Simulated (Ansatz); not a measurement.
# Molecular dynamics of CH3OSi, charge -1

Input:

```yaml
crystal:
  periodic: [false, false, false]
  atoms:
    - { symbol: C, position_ang: [0.059989, 0.044898, -0.519378] }
    - { symbol: O, position_ang: [-0.494746, -0.30749, 0.804189] }
    - { symbol: Si, position_ang: [-0.410079, 1.756257, 0.242986] }
    - { symbol: H, position_ang: [-0.525703, -0.464116, -1.306671] }
    - { symbol: H, position_ang: [1.103289, -0.365491, -0.540214] }
    - { symbol: H, position_ang: [0.267259, -0.664076, 1.319098] }
total_charge: -1
basis:
  gaussian: { orbitals: def2-TZVP }
hamiltonian:
  xc: lda
md:
  timestep: 0.5
  n_steps: 200
  ensemble: nve
  temperature: 300.0
  initial_velocities: maxwell_boltzmann
  seed: 5545
```

Command:

```bash
$ ansatz run input.yaml --threads 2 --pin off --max-ram 3072MiB --backend cpu --events-out ev --progress --plain --runs-dir out
```

It starts at the highest image of a converged band, a first-order saddle point between two minima.

Output, in part (one step line in 3, the closing report, with atoms numbered from 0):

```
md step     0: t =     0.00 fs  T =   300.0 K  F+E_penalty+E_count = -10952.49210854 eV  E_kin = 0.155112 eV  conserved = -10952.33699654 eV  (95 SCF iters)
md step     3: t =     1.50 fs  T =   213.2 K  F+E_penalty+E_count = -10952.44643322 eV  E_kin = 0.110254 eV  conserved = -10952.33617916 eV  (38 SCF iters)
md step     6: t =     3.00 fs  T =   144.5 K  F+E_penalty+E_count = -10952.41039196 eV  E_kin = 0.074732 eV  conserved = -10952.33566025 eV  (35 SCF iters)
md step     9: t =     4.50 fs  T =   198.4 K  F+E_penalty+E_count = -10952.43925337 eV  E_kin = 0.102563 eV  conserved = -10952.33669049 eV  (35 SCF iters)
md step    12: t =     6.00 fs  T =   165.3 K  F+E_penalty+E_count = -10952.42191116 eV  E_kin = 0.085443 eV  conserved = -10952.33646814 eV  (35 SCF iters)
md step    15: t =     7.50 fs  T =    65.6 K  F+E_penalty+E_count = -10952.36974470 eV  E_kin = 0.033935 eV  conserved = -10952.33580955 eV  (35 SCF iters)
md step    18: t =     9.00 fs  T =    53.1 K  F+E_penalty+E_count = -10952.36320722 eV  E_kin = 0.027470 eV  conserved = -10952.33573691 eV  (36 SCF iters)
md step    21: t =    10.50 fs  T =   145.2 K  F+E_penalty+E_count = -10952.41144465 eV  E_kin = 0.075093 eV  conserved = -10952.33635207 eV  (35 SCF iters)
md step    24: t =    12.00 fs  T =   195.7 K  F+E_penalty+E_count = -10952.43792599 eV  E_kin = 0.101174 eV  conserved = -10952.33675160 eV  (35 SCF iters)
md step    27: t =    13.50 fs  T =   135.8 K  F+E_penalty+E_count = -10952.40612560 eV  E_kin = 0.070235 eV  conserved = -10952.33589087 eV  (36 SCF iters)
md step    30: t =    15.00 fs  T =   146.2 K  F+E_penalty+E_count = -10952.41153513 eV  E_kin = 0.075601 eV  conserved = -10952.33593444 eV  (37 SCF iters)
md step    33: t =    16.50 fs  T =   222.7 K  F+E_penalty+E_count = -10952.45183352 eV  E_kin = 0.115161 eV  conserved = -10952.33667205 eV  (35 SCF iters)
md step    36: t =    18.00 fs  T =   203.0 K  F+E_penalty+E_count = -10952.44131167 eV  E_kin = 0.104956 eV  conserved = -10952.33635574 eV  (35 SCF iters)
md step    39: t =    19.50 fs  T =   137.9 K  F+E_penalty+E_count = -10952.40718868 eV  E_kin = 0.071297 eV  conserved = -10952.33589161 eV  (34 SCF iters)
md step    42: t =    21.00 fs  T =   138.5 K  F+E_penalty+E_count = -10952.40753548 eV  E_kin = 0.071619 eV  conserved = -10952.33591643 eV  (36 SCF iters)
md step    45: t =    22.50 fs  T =   200.0 K  F+E_penalty+E_count = -10952.43976448 eV  E_kin = 0.103430 eV  conserved = -10952.33633405 eV  (36 SCF iters)
md step    48: t =    24.00 fs  T =   226.9 K  F+E_penalty+E_count = -10952.45376620 eV  E_kin = 0.117314 eV  conserved = -10952.33645175 eV  (36 SCF iters)
md step    51: t =    25.50 fs  T =   195.3 K  F+E_penalty+E_count = -10952.43711172 eV  E_kin = 0.100973 eV  conserved = -10952.33613875 eV  (79 SCF iters)
md step    54: t =    27.00 fs  T =   177.6 K  F+E_penalty+E_count = -10952.42788764 eV  E_kin = 0.091806 eV  conserved = -10952.33608133 eV  (36 SCF iters)
md step    57: t =    28.50 fs  T =   190.4 K  F+E_penalty+E_count = -10952.43473504 eV  E_kin = 0.098429 eV  conserved = -10952.33630589 eV  (35 SCF iters)
md step    60: t =    30.00 fs  T =   182.6 K  F+E_penalty+E_count = -10952.43070637 eV  E_kin = 0.094414 eV  conserved = -10952.33629262 eV  (34 SCF iters)
md step    63: t =    31.50 fs  T =   149.3 K  F+E_penalty+E_count = -10952.41329882 eV  E_kin = 0.077198 eV  conserved = -10952.33610104 eV  (35 SCF iters)
md step    66: t =    33.00 fs  T =   127.8 K  F+E_penalty+E_count = -10952.40222213 eV  E_kin = 0.066102 eV  conserved = -10952.33612022 eV  (34 SCF iters)
md step    69: t =    34.50 fs  T =   114.8 K  F+E_penalty+E_count = -10952.39560765 eV  E_kin = 0.059380 eV  conserved = -10952.33622763 eV  (36 SCF iters)
md step    72: t =    36.00 fs  T =    98.3 K  F+E_penalty+E_count = -10952.38678827 eV  E_kin = 0.050807 eV  conserved = -10952.33598104 eV  (36 SCF iters)
md step    75: t =    37.50 fs  T =   127.5 K  F+E_penalty+E_count = -10952.40206287 eV  E_kin = 0.065903 eV  conserved = -10952.33615941 eV  (36 SCF iters)
md step    78: t =    39.00 fs  T =   159.6 K  F+E_penalty+E_count = -10952.41909977 eV  E_kin = 0.082529 eV  conserved = -10952.33657096 eV  (36 SCF iters)
md step    81: t =    40.50 fs  T =   119.9 K  F+E_penalty+E_count = -10952.39800342 eV  E_kin = 0.061975 eV  conserved = -10952.33602884 eV  (36 SCF iters)
md step    84: t =    42.00 fs  T =   117.7 K  F+E_penalty+E_count = -10952.39672085 eV  E_kin = 0.060876 eV  conserved = -10952.33584475 eV  (36 SCF iters)
md step    87: t =    43.50 fs  T =   197.1 K  F+E_penalty+E_count = -10952.43823924 eV  E_kin = 0.101922 eV  conserved = -10952.33631739 eV  (35 SCF iters)
md step    90: t =    45.00 fs  T =   248.6 K  F+E_penalty+E_count = -10952.46511727 eV  E_kin = 0.128542 eV  conserved = -10952.33657574 eV  (35 SCF iters)
md step    93: t =    46.50 fs  T =   205.3 K  F+E_penalty+E_count = -10952.44243865 eV  E_kin = 0.106150 eV  conserved = -10952.33628888 eV  (35 SCF iters)
md step    96: t =    48.00 fs  T =   145.3 K  F+E_penalty+E_count = -10952.41086358 eV  E_kin = 0.075133 eV  conserved = -10952.33573074 eV  (75 SCF iters)
md step    99: t =    49.50 fs  T =   186.8 K  F+E_penalty+E_count = -10952.43273025 eV  E_kin = 0.096567 eV  conserved = -10952.33616341 eV  (36 SCF iters)
md step   102: t =    51.00 fs  T =   235.9 K  F+E_penalty+E_count = -10952.45868156 eV  E_kin = 0.121983 eV  conserved = -10952.33669861 eV  (36 SCF iters)
md step   105: t =    52.50 fs  T =   168.9 K  F+E_penalty+E_count = -10952.42366008 eV  E_kin = 0.087310 eV  conserved = -10952.33635011 eV  (37 SCF iters)
md step   108: t =    54.00 fs  T =    74.1 K  F+E_penalty+E_count = -10952.37397029 eV  E_kin = 0.038333 eV  conserved = -10952.33563722 eV  (35 SCF iters)
md step   111: t =    55.50 fs  T =   110.8 K  F+E_penalty+E_count = -10952.39333119 eV  E_kin = 0.057283 eV  conserved = -10952.33604844 eV  (35 SCF iters)
md step   114: t =    57.00 fs  T =   186.8 K  F+E_penalty+E_count = -10952.43338077 eV  E_kin = 0.096585 eV  conserved = -10952.33679566 eV  (35 SCF iters)
md step   117: t =    58.50 fs  T =   138.4 K  F+E_penalty+E_count = -10952.40780714 eV  E_kin = 0.071543 eV  conserved = -10952.33626435 eV  (35 SCF iters)
md step   120: t =    60.00 fs  T =    75.7 K  F+E_penalty+E_count = -10952.37484781 eV  E_kin = 0.039137 eV  conserved = -10952.33571045 eV  (35 SCF iters)
md step   123: t =    61.50 fs  T =   121.2 K  F+E_penalty+E_count = -10952.39887558 eV  E_kin = 0.062690 eV  conserved = -10952.33618570 eV  (36 SCF iters)
md step   126: t =    63.00 fs  T =   178.3 K  F+E_penalty+E_count = -10952.42866804 eV  E_kin = 0.092198 eV  conserved = -10952.33647012 eV  (36 SCF iters)
md step   129: t =    64.50 fs  T =   167.5 K  F+E_penalty+E_count = -10952.42296467 eV  E_kin = 0.086612 eV  conserved = -10952.33635301 eV  (36 SCF iters)
md step   132: t =    66.00 fs  T =   122.7 K  F+E_penalty+E_count = -10952.39943132 eV  E_kin = 0.063463 eV  conserved = -10952.33596783 eV  (36 SCF iters)
md step   135: t =    67.50 fs  T =   139.2 K  F+E_penalty+E_count = -10952.40797792 eV  E_kin = 0.071978 eV  conserved = -10952.33600036 eV  (35 SCF iters)
md step   138: t =    69.00 fs  T =   201.1 K  F+E_penalty+E_count = -10952.44059858 eV  E_kin = 0.103996 eV  conserved = -10952.33660303 eV  (35 SCF iters)
md step   141: t =    70.50 fs  T =   192.0 K  F+E_penalty+E_count = -10952.43547586 eV  E_kin = 0.099269 eV  conserved = -10952.33620685 eV  (34 SCF iters)
md step   144: t =    72.00 fs  T =   174.6 K  F+E_penalty+E_count = -10952.42634089 eV  E_kin = 0.090253 eV  conserved = -10952.33608762 eV  (35 SCF iters)
md step   147: t =    73.50 fs  T =   178.5 K  F+E_penalty+E_count = -10952.42858917 eV  E_kin = 0.092293 eV  conserved = -10952.33629631 eV  (36 SCF iters)
md step   150: t =    75.00 fs  T =   162.2 K  F+E_penalty+E_count = -10952.41999321 eV  E_kin = 0.083880 eV  conserved = -10952.33611336 eV  (35 SCF iters)
md step   153: t =    76.50 fs  T =   158.6 K  F+E_penalty+E_count = -10952.41803706 eV  E_kin = 0.082005 eV  conserved = -10952.33603222 eV  (36 SCF iters)
md step   156: t =    78.00 fs  T =   185.9 K  F+E_penalty+E_count = -10952.43240699 eV  E_kin = 0.096142 eV  conserved = -10952.33626500 eV  (36 SCF iters)
md step   159: t =    79.50 fs  T =   190.5 K  F+E_penalty+E_count = -10952.43501009 eV  E_kin = 0.098508 eV  conserved = -10952.33650205 eV  (36 SCF iters)
md step   162: t =    81.00 fs  T =   134.7 K  F+E_penalty+E_count = -10952.40569959 eV  E_kin = 0.069630 eV  conserved = -10952.33606931 eV  (36 SCF iters)
md step   165: t =    82.50 fs  T =   117.6 K  F+E_penalty+E_count = -10952.39670372 eV  E_kin = 0.060792 eV  conserved = -10952.33591156 eV  (36 SCF iters)
md step   168: t =    84.00 fs  T =   167.3 K  F+E_penalty+E_count = -10952.42299878 eV  E_kin = 0.086494 eV  conserved = -10952.33650476 eV  (36 SCF iters)
md step   171: t =    85.50 fs  T =   156.3 K  F+E_penalty+E_count = -10952.41722051 eV  E_kin = 0.080821 eV  conserved = -10952.33639953 eV  (35 SCF iters)
md step   174: t =    87.00 fs  T =    93.2 K  F+E_penalty+E_count = -10952.38411658 eV  E_kin = 0.048195 eV  conserved = -10952.33592127 eV  (36 SCF iters)
md step   177: t =    88.50 fs  T =    87.1 K  F+E_penalty+E_count = -10952.38087385 eV  E_kin = 0.045034 eV  conserved = -10952.33584018 eV  (36 SCF iters)
md step   180: t =    90.00 fs  T =   159.7 K  F+E_penalty+E_count = -10952.41876717 eV  E_kin = 0.082555 eV  conserved = -10952.33621240 eV  (35 SCF iters)
md step   183: t =    91.50 fs  T =   219.6 K  F+E_penalty+E_count = -10952.45012371 eV  E_kin = 0.113529 eV  conserved = -10952.33659423 eV  (36 SCF iters)
md step   186: t =    93.00 fs  T =   192.1 K  F+E_penalty+E_count = -10952.43549856 eV  E_kin = 0.099334 eV  conserved = -10952.33616501 eV  (37 SCF iters)
md step   189: t =    94.50 fs  T =   181.0 K  F+E_penalty+E_count = -10952.42944722 eV  E_kin = 0.093601 eV  conserved = -10952.33584573 eV  (36 SCF iters)
md step   192: t =    96.00 fs  T =   246.4 K  F+E_penalty+E_count = -10952.46396881 eV  E_kin = 0.127382 eV  conserved = -10952.33658691 eV  (35 SCF iters)
md step   195: t =    97.50 fs  T =   237.8 K  F+E_penalty+E_count = -10952.45945336 eV  E_kin = 0.122939 eV  conserved = -10952.33651402 eV  (35 SCF iters)
md step   198: t =    99.00 fs  T =   154.3 K  F+E_penalty+E_count = -10952.41574832 eV  E_kin = 0.079789 eV  conserved = -10952.33595924 eV  (35 SCF iters)
md step   200: t =   100.00 fs  T =   121.4 K  F+E_penalty+E_count = -10952.39864749 eV  E_kin = 0.062787 eV  conserved = -10952.33586029 eV  (78 SCF iters)
Total energy: -10952.39867788 eV, -402.4932276098 hartree
Atom 0 at     0.058132     0.075375    -0.525404 Å, force    -0.136638    -0.670755    -0.879279 eV/Å
Atom 1 at    -0.494604    -0.277687     0.821965 Å, force     0.601469    -0.122076     0.186869 eV/Å
Atom 2 at    -0.410287     1.729190     0.238067 Å, force     0.007282    -0.045047     0.178132 eV/Å
Atom 3 at    -0.498862    -0.356063    -1.440639 Å, force     0.471535     0.207764     1.143226 eV/Å
Atom 4 at     1.088625    -0.424080    -0.506771 Å, force    -0.253192     0.261098     0.062916 eV/Å
Atom 5 at     0.280753    -0.795579     1.346354 Å, force    -0.690455     0.369016    -0.691863 eV/Å
Dipole moment:     0.171066    -0.660111    -0.131783 e Å
```

All steps were run. The conserved energy stayed within 0.24 meV per atom of its start (net change 0.19 meV per atom), so the integration is sound. The temperature averaged 0.54 of the 300 K drawn at the start: a run that starts near a minimum puts about half its kinetic energy into the potential. A run of 0.1 ps of so small a system gives no equilibrium averages. The orbitals stay closed-shell, which can raise the energy where a bond breaks towards radicals; this wasn't checked here. Limits of this set-up: an anion without diffuse functions, the dipole of an ion depends on the origin.

The step under study would form O2–H6 and break Si3–H6. These pairs go: O2–H6 0.99 → 1.07 Å, Si3–H6 2.73 → 2.84 Å. In the last frame they stand as after the step (other bonds may differ from the relaxed reactants and products). It ends as one piece, CH3OSi (total charge -1). Pairs count as bonded within 1.25 times the sum of covalent radii (0.12 Å more for H–H).

Last frame:

```xyz
6
Properties=species:S:1:pos:R:3
C 0.058 0.075 -0.525
O -0.495 -0.278 0.822
Si -0.410 1.729 0.238
H -0.499 -0.356 -1.441
H 1.089 -0.424 -0.507
H 0.281 -0.796 1.346
```

Run time: 100 s on 2 threads of Intel(R) Xeon(R) Platinum 8488C (Sapphire Rapids), on a shared host, peak memory 0.19 GiB.
